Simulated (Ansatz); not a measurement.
Species: N2, charge 1, doublet. N2+ (parent SMILES N#N, doublet).
B3LYP-D3(BJ)/def2-TZVP minimum from Ansatz (a program for electronic structure):
```
N
N 1 1.1041
```
Charge +1, spin multiplicity 2.

Total energies in aug-cc-pVDZ, 9 correlated electrons, 2 frozen orbitals. UHF or UKS for unpaired electrons; spin-orbit terms are left out. Cores are frozen in correlated methods. No relativity. The determinant of N2+ (parent SMILES N#N, doublet) is a saddle point of the SCF energy; a lower one exists, which strains HF and MP2.

```tsv
method	program	energy (Eh)	minus CCSDTQ (mEh)
HF	Ansatz	-108.38363	350.12
MP2	Ansatz	-108.72032	13.43
CCSD	Ansatz	-108.71305	20.70
CCSD(T)	Ansatz	-108.73075	3.01
CCSDT(Q)	Ansatz	-108.73445	-0.69
CCSDTQ	Ansatz	-108.73376	0.00
```

Rough core times of Ansatz's runs on a shared machine: CCSD(T) 20 s, CCSDT(Q) 70 s, CCSDTQ 50 min.
